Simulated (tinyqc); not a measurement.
UHF in the sto-3g basis, for CH, spin multiplicity 4, step by step (part 1 of 3). Computed by tinyqc, a small Python program that keeps every step (integrals from PySCF). Settings: charge = 0, multiplicity = 4, basis = sto-3g, energy threshold = 1e-08, iteration cap = 88, orthogonalisation = symmetric, start = atomic densities, DIIS depth = 8, method = UHF. Command: `OMP_NUM_THREADS=1 python tinyqc.py 28574 28575 out.jsonl` (the two numbers bound the seeds that draw the settings). One thread of a shared host (Intel(R) Xeon(R) Processor @ 2.60GHz), about 0.1 s of CPU time with the checks. Later iterations appear only in the table of the cycle.

## One-electron integrals

Geometry (angstrom):
```
atom         x         y         z
C     0.000000  0.000000  0.000000
H     0.000000  0.000000  1.936000
```

Basis sto-3g: exponents (1/bohr^2) and contraction coefficients of normalised primitives:
```
element  l (shell)   exponent  coefficient
C            s (1)  71.616837     0.154329
C            s (1)  13.045096     0.535328
C            s (1)   3.530512     0.444635
C            s (2)   2.941249    -0.099967
C            s (2)   0.683483     0.399513
C            s (2)   0.222290     0.700115
C            p (3)   2.941249     0.155916
C            p (3)   0.683483     0.607684
C            p (3)   0.222290     0.391957
H            s (1)   3.425251     0.154329
H            s (1)   0.623914     0.535328
H            s (1)   0.168855     0.444635
```

Overlap, kinetic and nuclear-attraction integrals over the contracted functions; the nuclear repulsion is the sum of Za Zb / Rab.

nuclear repulsion = 1.64001202 hartree

overlap S:
```
           1C 1s     1C 2s    1C 2px    1C 2py    1C 2pz     2H 1s
1C 1s   1.000000  0.248362  0.000000  0.000000  0.000000  0.009254
1C 2s   0.248362  1.000000  0.000000  0.000000  0.000000  0.143398
1C 2px  0.000000  0.000000  1.000000  0.000000  0.000000  0.000000
1C 2py  0.000000  0.000000  0.000000  1.000000  0.000000  0.000000
1C 2pz  0.000000  0.000000  0.000000  0.000000  1.000000  0.175460
2H 1s   0.009254  0.143398  0.000000  0.000000  0.175460  1.000000
```

kinetic energy T (hartree):
```
            1C 1s      1C 2s    1C 2px    1C 2py    1C 2pz      2H 1s
1C 1s   15.891122  -0.085890  0.000000  0.000000  0.000000  -0.002951
1C 2s   -0.085890   0.472250  0.000000  0.000000  0.000000  -0.011941
1C 2px   0.000000   0.000000  1.477728  0.000000  0.000000   0.000000
1C 2py   0.000000   0.000000  0.000000  1.477728  0.000000   0.000000
1C 2pz   0.000000   0.000000  0.000000  0.000000  1.477728   0.012253
2H 1s   -0.002951  -0.011941  0.000000  0.000000  0.012253   0.760032
```

nuclear attraction V (hartree):
```
             1C 1s      1C 2s     1C 2px     1C 2py     1C 2pz      2H 1s
1C 1s   -33.926076  -4.260115   0.000000   0.000000  -0.005368  -0.160877
1C 2s    -4.260115  -5.463027   0.000000   0.000000  -0.062496  -0.532592
1C 2px    0.000000   0.000000  -5.411178   0.000000   0.000000   0.000000
1C 2py    0.000000   0.000000   0.000000  -5.411178   0.000000   0.000000
1C 2pz   -0.005368  -0.062496   0.000000   0.000000  -5.441939  -0.586486
2H 1s    -0.160877  -0.532592   0.000000   0.000000  -0.586486  -2.865767
```

core Hamiltonian H = T + V (hartree):
```
             1C 1s      1C 2s     1C 2px     1C 2py     1C 2pz      2H 1s
1C 1s   -18.034955  -4.346005   0.000000   0.000000  -0.005368  -0.163828
1C 2s    -4.346005  -4.990777   0.000000   0.000000  -0.062496  -0.544532
1C 2px    0.000000   0.000000  -3.933450   0.000000   0.000000   0.000000
1C 2py    0.000000   0.000000   0.000000  -3.933450   0.000000   0.000000
1C 2pz   -0.005368  -0.062496   0.000000   0.000000  -3.964211  -0.574233
2H 1s    -0.163828  -0.544532   0.000000   0.000000  -0.574233  -2.105735
```

## Two-electron integrals

Functions are numbered as in S; the eight-fold symmetry (ij|kl) = (ji|kl) = (kl|ij) leaves the list below.

Two-electron integrals (ij|kl) in chemists' order, unique and non-zero (hartree):
```
(11|11) 3.541948   (21|11) 0.576921   (21|21) 0.111888   (22|11) 0.854682
(22|21) 0.205284   (22|22) 0.624709   (31|31) 0.020296   (32|31) 0.030858
(32|32) 0.137996   (33|11) 0.852436   (33|21) 0.205335   (33|22) 0.624568
(33|33) 0.672833   (41|41) 0.020296   (42|41) 0.030858   (42|42) 0.137996
(43|43) 0.036269   (44|11) 0.852436   (44|21) 0.205335   (44|22) 0.624568
(44|33) 0.600295   (44|44) 0.672833   (51|51) 0.020296   (52|51) 0.030858
(52|52) 0.137996   (53|53) 0.036269   (54|54) 0.036269   (55|11) 0.852436
(55|21) 0.205335   (55|22) 0.624568   (55|33) 0.600295   (55|44) 0.600295
(55|55) 0.672833   (61|11) 0.021560   (61|21) 0.004160   (61|22) 0.007632
(61|33) 0.007612   (61|44) 0.007612   (61|51) 0.000254   (61|52) 0.000477
(61|55) 0.007675   (61|61) 0.000158   (62|11) 0.075212   (62|21) 0.018423
(62|22) 0.065192   (62|33) 0.063538   (62|44) 0.063538   (62|51) 0.001718
(62|52) 0.013776   (62|55) 0.068428   (62|61) 0.000716   (62|62) 0.011054
(63|31) 0.001512   (63|32) 0.008896   (63|53) 0.002468   (63|63) 0.001060
(64|41) 0.001512   (64|42) 0.008896   (64|54) 0.002468   (64|64) 0.001060
(65|11) 0.078158   (65|21) 0.019332   (65|22) 0.072168   (65|33) 0.069033
(65|44) 0.069033   (65|51) 0.002887   (65|52) 0.021653   (65|55) 0.078354
(65|61) 0.000770   (65|62) 0.014318   (65|65) 0.019262   (66|11) 0.273176
(66|21) 0.067836   (66|22) 0.271972   (66|33) 0.262578   (66|44) 0.262578
(66|51) 0.005329   (66|52) 0.060527   (66|55) 0.290550   (66|61) 0.002623
(66|62) 0.067995   (66|65) 0.097046   (66|66) 0.774606
```

## Orthogonalisation

S = U s U^T; symmetric (Loewdin) form X = U s^(-1/2) U^T, so that X^T S X = 1.

eigenvalues of S: 0.700396  0.852071  1.000000  1.000000  1.138772  1.308762

X:
```
            1C 1s      1C 2s    1C 2px    1C 2py     1C 2pz      2H 1s
1C 1s    1.024430  -0.130468  0.000000  0.000000  -0.001478   0.009566
1C 2s   -0.130468   1.032793  0.000000  0.000000   0.010138  -0.076216
1C 2px   0.000000   0.000000  1.000000  0.000000   0.000000   0.000000
1C 2py   0.000000   0.000000  0.000000  1.000000   0.000000   0.000000
1C 2pz  -0.001478   0.010138  0.000000  0.000000   1.012001  -0.090697
2H 1s    0.009566  -0.076216  0.000000  0.000000  -0.090697   1.020209
```

## Starting guess

The start is atomic minimal-basis densities projected into this basis (PySCF's MINAO start) and scaled to the electron count of each spin; this density is not idempotent, so its energy is not variational and may lie below the converged one.

D(alpha) at the start:
```
            1C 1s      1C 2s    1C 2px    1C 2py     1C 2pz      2H 1s
1C 1s    1.533175  -0.377506  0.000000  0.000000   0.002354  -0.012510
1C 2s   -0.377506   1.522574  0.000000  0.000000  -0.008935   0.053265
1C 2px   0.000000   0.000000  0.470466  0.000000   0.000000   0.000000
1C 2py   0.000000   0.000000  0.000000  0.470466   0.000000   0.000000
1C 2pz   0.002354  -0.008935  0.000000  0.000000   0.459919   0.041371
2H 1s   -0.012510   0.053265  0.000000  0.000000   0.041371   0.701355
```

D(beta) at the start:
```
            1C 1s      1C 2s    1C 2px    1C 2py     1C 2pz      2H 1s
1C 1s    0.613270  -0.151002  0.000000  0.000000   0.000942  -0.005004
1C 2s   -0.151002   0.609030  0.000000  0.000000  -0.003574   0.021306
1C 2px   0.000000   0.000000  0.188186  0.000000   0.000000   0.000000
1C 2py   0.000000   0.000000  0.000000  0.188186   0.000000   0.000000
1C 2pz   0.000942  -0.003574  0.000000  0.000000   0.183967   0.016548
2H 1s   -0.005004   0.021306  0.000000  0.000000   0.016548   0.280542
```

## Iteration 1: building the Fock matrix

J_ij = sum D_kl (ij|kl) with D = D(alpha) + D(beta), K_ij = sum D_kl (ik|jl) for each spin; F = H + J - K(s); E = tr D H + tr D J / 2 - 0.5 sum_s tr D(s) K(s) + E_nn.

Coulomb J (hartree):
```
            1C 1s     1C 2s    1C 2px    1C 2py    1C 2pz     2H 1s
1C 1s   10.774161  2.031797  0.000000  0.000000  0.005176  0.075876
1C 2s    2.031797  4.458932  0.000000  0.000000  0.060728  0.478401
1C 2px   0.000000  0.000000  4.444098  0.000000  0.000000  0.000000
1C 2py   0.000000  0.000000  0.000000  4.444098  0.000000  0.000000
1C 2pz   0.005176  0.060728  0.000000  0.000000  4.472300  0.541657
2H 1s    0.075876  0.478401  0.000000  0.000000  0.541657  2.407763
```

exchange K(alpha) (hartree):
```
           1C 1s     1C 2s    1C 2px    1C 2py    1C 2pz     2H 1s
1C 1s   5.193670  0.876410  0.000000  0.000000  0.000995  0.036214
1C 2s   0.876410  1.176406  0.000000  0.000000  0.011826  0.178411
1C 2px  0.000000  0.000000  0.570076  0.000000  0.000000  0.000000
1C 2py  0.000000  0.000000  0.000000  0.570076  0.000000  0.000000
1C 2pz  0.000995  0.011826  0.000000  0.000000  0.583731  0.142905
2H 1s   0.036214  0.178411  0.000000  0.000000  0.142905  0.584619
```

exchange K(beta) (hartree):
```
           1C 1s     1C 2s    1C 2px    1C 2py    1C 2pz     2H 1s
1C 1s   2.077468  0.350564  0.000000  0.000000  0.000398  0.014486
1C 2s   0.350564  0.470563  0.000000  0.000000  0.004730  0.071364
1C 2px  0.000000  0.000000  0.228030  0.000000  0.000000  0.000000
1C 2py  0.000000  0.000000  0.000000  0.228030  0.000000  0.000000
1C 2pz  0.000398  0.004730  0.000000  0.000000  0.233493  0.057162
2H 1s   0.014486  0.071364  0.000000  0.000000  0.057162  0.233847
```

F(alpha) (hartree):
```
             1C 1s      1C 2s     1C 2px     1C 2py     1C 2pz      2H 1s
1C 1s   -12.454464  -3.190618   0.000000   0.000000  -0.001188  -0.124167
1C 2s    -3.190618  -1.708251   0.000000   0.000000  -0.013594  -0.244542
1C 2px    0.000000   0.000000  -0.059427   0.000000   0.000000   0.000000
1C 2py    0.000000   0.000000   0.000000  -0.059427   0.000000   0.000000
1C 2pz   -0.001188  -0.013594   0.000000   0.000000  -0.075643  -0.175481
2H 1s    -0.124167  -0.244542   0.000000   0.000000  -0.175481  -0.282591
```

F(beta) (hartree):
```
            1C 1s      1C 2s    1C 2px    1C 2py     1C 2pz      2H 1s
1C 1s   -9.338262  -2.664772  0.000000  0.000000  -0.000591  -0.102438
1C 2s   -2.664772  -1.002407  0.000000  0.000000  -0.006498  -0.137496
1C 2px   0.000000   0.000000  0.282618  0.000000   0.000000   0.000000
1C 2py   0.000000   0.000000  0.000000  0.282618   0.000000   0.000000
1C 2pz  -0.000591  -0.006498  0.000000  0.000000   0.274596  -0.089738
2H 1s   -0.102438  -0.137496  0.000000  0.000000  -0.089738   0.068180
```

total energy of this density = -38.19751773 hartree

This density is the starting one; it is not idempotent, so its energy is not variational and may lie below the converged one.

## Iteration 1: diagonalisation and new density

Diagonalise F' = X^T F X, C = X C', fill 5 alpha and 2 beta electrons from the bottom; D(s) = C_occ C_occ^T. Each column has its largest component positive (the first on a tie).

F' = X^T F X (alpha) (hartree):
```
            1          2          3          4          5          6
1  -12.248447  -1.530072   0.000000   0.000000  -0.004813   0.014602
2   -1.530072  -1.139904   0.000000   0.000000   0.007330  -0.135424
3    0.000000   0.000000  -0.059427   0.000000   0.000000   0.000000
4    0.000000   0.000000   0.000000  -0.059427   0.000000   0.000000
5   -0.004813   0.007330   0.000000   0.000000  -0.047547  -0.151577
6    0.014602  -0.135424   0.000000   0.000000  -0.151577  -0.233266
```

orbital energies (alpha) (hartree): MO1 -12.455345, MO2 -0.959031, MO3 -0.297881, MO4 -0.059427, MO5 -0.059427, MO6 0.043093

coefficients C (alpha):
```
              MO1        MO2        MO3       MO4        MO5        MO6
1C 1s    0.997709  -0.259986   0.053158  0.000000   0.000000  -0.027009
1C 2s    0.009086   1.007759  -0.239598  0.000000   0.000000   0.128552
1C 2px   0.000000   0.000000   0.000000  0.998575  -0.053366   0.000000
1C 2py   0.000000   0.000000   0.000000  0.053366   0.998575   0.000000
1C 2pz   0.000179   0.016099   0.442291  0.000000   0.000000   0.914657
2H 1s   -0.000450   0.115297   0.823663  0.000000   0.000000  -0.602692
```

F' = X^T F X (beta) (hartree):
```
           1          2         3         4          5          6
1  -9.106489  -1.476230  0.000000  0.000000  -0.005949   0.022127
2  -1.476230  -0.490008  0.000000  0.000000   0.010636  -0.100725
3   0.000000   0.000000  0.282618  0.000000   0.000000   0.000000
4   0.000000   0.000000  0.000000  0.282618   0.000000   0.000000
5  -0.005949   0.010636  0.000000  0.000000   0.298311  -0.126181
6   0.022127  -0.100725  0.000000  0.000000  -0.126181   0.106332
```

orbital energies (beta) (hartree): MO1 -9.352394, MO2 -0.273049, MO3 0.067371, MO4 0.282618, MO5 0.282618, MO6 0.366216

coefficients C (beta):
```
              MO1        MO2        MO3        MO4       MO5        MO6
1C 1s    0.989065  -0.282635   0.085101   0.000000  0.000000  -0.034588
1C 2s    0.041041   0.978796  -0.330712   0.000000  0.000000   0.143170
1C 2px   0.000000   0.000000   0.000000  -0.269183  0.963089   0.000000
1C 2py   0.000000   0.000000   0.000000   0.963089  0.269183   0.000000
1C 2pz   0.000683   0.026785   0.399490   0.000000  0.000000   0.933899
2H 1s   -0.003688   0.202614   0.835800   0.000000  0.000000  -0.561538
```

D(alpha) after iteration 1:
```
            1C 1s      1C 2s    1C 2px    1C 2py     1C 2pz      2H 1s
1C 1s    1.065842  -0.265674  0.000000  0.000000   0.019504   0.013359
1C 2s   -0.265674   1.073069  0.000000  0.000000  -0.089747  -0.081161
1C 2px   0.000000   0.000000  1.000000  0.000000   0.000000   0.000000
1C 2py   0.000000   0.000000  0.000000  1.000000   0.000000   0.000000
1C 2pz   0.019504  -0.089747  0.000000  0.000000   0.195880   0.366155
2H 1s    0.013359  -0.081161  0.000000  0.000000   0.366155   0.691715
```

D(beta) after iteration 1:
```
            1C 1s      1C 2s    1C 2px    1C 2py     1C 2pz      2H 1s
1C 1s    1.058133  -0.236050  0.000000  0.000000  -0.006895  -0.060913
1C 2s   -0.236050   0.959726  0.000000  0.000000   0.026245   0.198166
1C 2px   0.000000   0.000000  0.000000  0.000000   0.000000   0.000000
1C 2py   0.000000   0.000000  0.000000  0.000000   0.000000   0.000000
1C 2pz  -0.006895   0.026245  0.000000  0.000000   0.000718   0.005424
2H 1s   -0.060913   0.198166  0.000000  0.000000   0.005424   0.041066
```

Within a degenerate level the vectors are fixed only up to a rotation; this is one choice.

## Iteration 2: building the Fock matrix

As before.

Coulomb J (hartree):
```
            1C 1s     1C 2s    1C 2px    1C 2py    1C 2pz     2H 1s
1C 1s   10.827763  2.049422  0.000000  0.000000  0.003021  0.076461
1C 2s    2.049422  4.518619  0.000000  0.000000  0.046875  0.475592
1C 2px   0.000000  0.000000  4.523133  0.000000  0.000000  0.000000
1C 2py   0.000000  0.000000  0.000000  4.523133  0.000000  0.000000
1C 2pz   0.003021  0.046875  0.000000  0.000000  4.493419  0.532810
2H 1s    0.076461  0.475592  0.000000  0.000000  0.532810  2.295137
```

exchange K(alpha) (hartree):
```
            1C 1s      1C 2s    1C 2px    1C 2py     1C 2pz     2H 1s
1C 1s    3.633439   0.646402  0.000000  0.000000  -0.000336  0.027027
1C 2s    0.646402   0.991201  0.000000  0.000000  -0.027637  0.134555
1C 2px   0.000000   0.000000  0.870659  0.000000   0.000000  0.000000
1C 2py   0.000000   0.000000  0.000000  0.870659   0.000000  0.000000
1C 2pz  -0.000336  -0.027637  0.000000  0.000000   0.424914  0.201450
2H 1s    0.027027   0.134555  0.000000  0.000000   0.201450  0.610911
```

exchange K(beta) (hartree):
```
            1C 1s     1C 2s    1C 2px    1C 2py     1C 2pz     2H 1s
1C 1s    3.581915  0.579709  0.000000  0.000000  -0.000581  0.018849
1C 2s    0.579709  0.645323  0.000000  0.000000   0.035210  0.118060
1C 2px   0.000000  0.000000  0.142785  0.000000   0.000000  0.000000
1C 2py   0.000000  0.000000  0.000000  0.142785   0.000000  0.000000
1C 2pz  -0.000581  0.035210  0.000000  0.000000   0.149701  0.035445
2H 1s    0.018849  0.118060  0.000000  0.000000   0.035445  0.070685
```

F(alpha) (hartree):
```
             1C 1s      1C 2s     1C 2px     1C 2py     1C 2pz      2H 1s
1C 1s   -10.840631  -2.942985   0.000000   0.000000  -0.002012  -0.114395
1C 2s    -2.942985  -1.463359   0.000000   0.000000   0.012016  -0.203495
1C 2px    0.000000   0.000000  -0.280975   0.000000   0.000000   0.000000
1C 2py    0.000000   0.000000   0.000000  -0.280975   0.000000   0.000000
1C 2pz   -0.002012   0.012016   0.000000   0.000000   0.104295  -0.242873
2H 1s    -0.114395  -0.203495   0.000000   0.000000  -0.242873  -0.421508
```

F(beta) (hartree):
```
             1C 1s      1C 2s    1C 2px    1C 2py     1C 2pz      2H 1s
1C 1s   -10.789107  -2.876291  0.000000  0.000000  -0.001767  -0.106216
1C 2s    -2.876291  -1.117480  0.000000  0.000000  -0.050831  -0.187000
1C 2px    0.000000   0.000000  0.446899  0.000000   0.000000   0.000000
1C 2py    0.000000   0.000000  0.000000  0.446899   0.000000   0.000000
1C 2pz   -0.001767  -0.050831  0.000000  0.000000   0.379508  -0.076869
2H 1s    -0.106216  -0.187000  0.000000  0.000000  -0.076869   0.118717
```

total energy of this density = -37.63230735 hartree

## Iteration 2: DIIS over 2 matrices

error matrix X^T (FDS - SDF) X (alpha):
```
           1          2         3         4          5          6
1   0.000000   0.001413  0.000000  0.000000   0.016626  -0.011241
2  -0.001413   0.000000  0.000000  0.000000  -0.006774   0.014102
3   0.000000   0.000000  0.000000  0.000000   0.000000   0.000000
4   0.000000   0.000000  0.000000  0.000000   0.000000   0.000000
5  -0.016626   0.006774  0.000000  0.000000   0.000000   0.112022
6   0.011241  -0.014102  0.000000  0.000000  -0.112022   0.000000
```

B (overlaps of the stored error matrices):
```
                1               2
1   3.6693957e-02  -9.1505860e-03
2  -9.1505860e-03   3.5978477e-02
```

Minimise |sum c_i e_i|^2 with sum c_i = 1: solve [B -1; -1 0][c; lambda] = [0; -1] with B_ij = tr e_i^T e_j summed over both spins, and take F = sum c_i F_i.

DIIS coefficients: 0.496068  0.503932

extrapolated F(alpha) (hartree):
```
             1C 1s      1C 2s     1C 2px     1C 2py     1C 2pz      2H 1s
1C 1s   -11.641201  -3.065828   0.000000   0.000000  -0.001603  -0.119242
1C 2s    -3.065828  -1.584842   0.000000   0.000000  -0.000688  -0.223857
1C 2px    0.000000   0.000000  -0.171073   0.000000   0.000000   0.000000
1C 2py    0.000000   0.000000   0.000000  -0.171073   0.000000   0.000000
1C 2pz   -0.001603  -0.000688   0.000000   0.000000   0.015034  -0.209442
2H 1s    -0.119242  -0.223857   0.000000   0.000000  -0.209442  -0.352596
```

extrapolated F(beta) (hartree):
```
             1C 1s      1C 2s    1C 2px    1C 2py     1C 2pz      2H 1s
1C 1s   -10.069390  -2.771364  0.000000  0.000000  -0.001183  -0.104342
1C 2s    -2.771364  -1.060396  0.000000  0.000000  -0.028839  -0.162443
1C 2px    0.000000   0.000000  0.365404  0.000000   0.000000   0.000000
1C 2py    0.000000   0.000000  0.000000  0.365404   0.000000   0.000000
1C 2pz   -0.001183  -0.028839  0.000000  0.000000   0.327465  -0.083253
2H 1s    -0.104342  -0.162443  0.000000  0.000000  -0.083253   0.093647
```
